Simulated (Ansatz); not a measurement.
## A barrier at the coupled-cluster level

Start structure (BNH5Cl, closed shell), relaxed at PBE0-D4/def2-TZVP:

```
8
angstrom
B -0.5289 -0.4887 -0.3721
Cl 0.2224 -0.3919 -2.0659
H -1.6254 0.0081 -0.3347
H -0.4471 -1.5953 0.0963
H 0.4375 1.4046 0.1530
N 0.4325 0.4598 0.5280
H 1.3874 0.1123 0.5004
H 0.1215 0.4911 1.4951
```

The step: BH₂Cl ([BH2][Cl]) + NH₃ → BNH₄ ([BH2][NH2]) + HCl; bonds formed: Cl2–H5; dative contacts that become bonds: B1–N6; bonds broken: B1–Cl2, H5–N6. Computed with Ansatz 0.2.0 (basis: def2-TZVPP and def2-QZVPP); correlated methods freeze the cores. Extrapolation: Hartree–Fock as exp(−7.88 √X), correlation as X^−2.97. Energies below are by CCSD(T) at an estimated basis limit (MP2 extrapolated from triple and quadruple zeta, plus CCSD(T) − MP2 in triple zeta).

Question: What are the electronic barrier and the energy of the step, from the start structure to the end structure? (To be estimated.)

Answer: The calculation gives: Barrier 32.52 kcal/mol; step energy 15.02 kcal/mol (uphill); reverse barrier, their difference, 17.51 kcal/mol. Barrier and step energy count from the start structure, the reverse barrier from the end structure.

The saddle point: One imaginary mode of 1023i cm⁻¹.
| pair | start (Å) | saddle (Å) | end (Å) |
| --- | --- | --- | --- |
| B1–N6 | 1.62 | 1.49 | 1.39 |
| Cl2–H5 | 2.86 | 1.51 | 1.29 |
| B1–Cl2 | 1.86 | 2.47 | 3.92 |
| H5–N6 | 1.02 | 1.35 | 2.12 |

Zero-point energy (harmonic, PBE0-D4): ZPE is 40.07 kcal/mol at the start and 35.13 kcal/mol at the saddle, so the barrier goes from 32.52 to 27.58 kcal/mol.

First-order rate constant out of the start structure at 698 K by transition-state theory, with harmonic vibrational free energies alone and no tunnelling: ΔA‡ = 27.93 kcal/mol, so k = (kB T/h) exp(−ΔA‡/kB T) ≈ 10^4 s⁻¹ (an order of magnitude at best: rotation, the number of equivalent paths and anharmonicity are left out).

The T1 diagnostic stays at or below 0.012.

The step is the kind of exchange with an N–H group that builds nitride films in atomic layer and chemical vapour deposition.

Labels in which every atom is bracketed show which atoms are joined, not bond orders.

For scale, one of the runs: CCSD(T)/def2-TZVPP, 174 basis functions, launched by `ansatz run in.yaml --threads 2 --pin off --events-out ev --progress --plain --max-ram 4352MiB`. Time: 12 s of wall clock on 2 CPU threads of an Intel Xeon 6975P-C; the host was shared. Peak host memory: 1.7 GiB.
